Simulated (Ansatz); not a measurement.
# B2H2 (singlet): wave-function methods side by side at distance B1–B2 = 4.194 Å, cc-pVDZ

How much of the correlation energy of B2H2 (singlet) does each wave-function method recover here?

Computed with Ansatz 0.2.0, Gaussian basis. Level: cc-pVDZ, core rule «outside noble gas», up to 2 orbitals frozen.

The runs, in order: UHF; CCSD(T) on RHF; CCSD(T) on UHF; BCCD(T) on RHF; CISD; CCSDT(Q) on RHF; CCSDT(Q) on UHF; CISDTQ; CCSDTQ on RHF; CCSDTQ on UHF; CASSCF and MRCISD+Q, 2 electrons in 2 orbitals; CASSCF and NEVPT2, 2 electrons in 2 orbitals; CASSCF and MRCISD+Q, 8 electrons in 10 orbitals; CASSCF and NEVPT2, 8 electrons in 10 orbitals; Full CI.

## 1. The system

The geometry derives from a PBE0/def2-TZVP stationary point (not a proven minimum). One bond is set to the value named and the two fragments are kept rigid.

4 atoms, charge 0, spin multiplicity 1.

Atoms are counted from 1 here; the program's logs count them from 0.

Bond lengths: B1–H3 1.176 Å, B2–H4 1.176 Å.

## 2. UHF

in.yaml

```yaml
crystal:
  periodic: [false, false, false]
  atoms:
    - {symbol: B, position_ang: [0.000000, 0.000000, 2.097000]}
    - {symbol: B, position_ang: [0.000000, 0.000000, -2.097000]}
    - {symbol: H, position_ang: [0.000000, 0.000000, 3.272734]}
    - {symbol: H, position_ang: [0.000000, 0.000000, -3.272734]}
basis:
  gaussian: {orbitals: cc-pVDZ}
magnetization: {spin_polarized: true, initial_magnetization: 0}
hamiltonian: {xc: hf}
output: {orbitals: {seedname: orbitals}}
```

Started as:

```bash
$ ansatz run in.yaml --threads 1 --pin off --events-out ev --progress --plain --max-ram 3956MiB --backend cpu
```

The runs that follow: CCSD(T) on RHF; CCSD(T) on UHF; BCCD(T) on RHF; CISD; CCSDT(Q) on RHF; CCSDT(Q) on UHF; CISDTQ; CCSDTQ on RHF; CCSDTQ on UHF; CASSCF and MRCISD+Q, 2 electrons in 2 orbitals; CASSCF and NEVPT2, 2 electrons in 2 orbitals; CASSCF and MRCISD+Q, 8 electrons in 10 orbitals; CASSCF and NEVPT2, 8 electrons in 10 orbitals; Full CI.

Before running them: what should the planned runs give, taken together? Wanted: FCI below the RHF energy; RMP2 from FCI; UMP2 from FCI; RCCSD from FCI; RCCSD(T) from FCI; UCCSD(T) from FCI; RCCSDT(Q) from FCI; UCCSDT(Q) from FCI; NEVPT2 pair from FCI.

**Answer**, as computed:

```
                         quantity                                                                                                                         value
         FCI below the RHF energy                                                                                                                    -4.9182 eV
                    RMP2 from FCI                                                                                                                 +155.3 kJ/mol
                    UMP2 from FCI                                                                                                                 +175.9 kJ/mol
                   RCCSD from FCI                                                                                                                   +9.9 kJ/mol
                RCCSD(T) from FCI                                                                                                                   +2.5 kJ/mol
                UCCSD(T) from FCI                                                                                                                   +3.4 kJ/mol
               RCCSDT(Q) from FCI                                                                                                                    0.0 kJ/mol
               UCCSDT(Q) from FCI                                                                                                                    0.0 kJ/mol
             NEVPT2 pair from FCI                                                                                                                 +142.9 kJ/mol
           MRCISD+Q pair from FCI                                                                                                                   -1.9 kJ/mol
          NEVPT2 valence from FCI                                                                                                                  +69.2 kJ/mol
levels within 1 kcal/mol (43 meV)  RCCSD(T), UCCSD(T), BCCD(T), RCCSDT, UCCSDT, CISDTQ, RCCSDT(Q), UCCSDT(Q), RCCSDTQ, UCCSDTQ, MRCISD+Q pair, MRCISD+Q valence
                    T1 diagnostic                                                                                                                         0.012
   effectively unpaired electrons                                                                                                                          0.24
```

In words: RCCSD(T) lands +2.5 kJ/mol from the yardstick (0.5 % of the correlation energy). MRCISD+Q pair falls below full CI: the +Q correction isn't variational, and the cores differ from full CI's. The occupations show some static correlation. Of the multireference levels listed MRCISD+Q valence comes nearest in total energy (+1.8 kJ/mol), which doesn't show that its space is the better one. These misses are within one basis, not against nature.
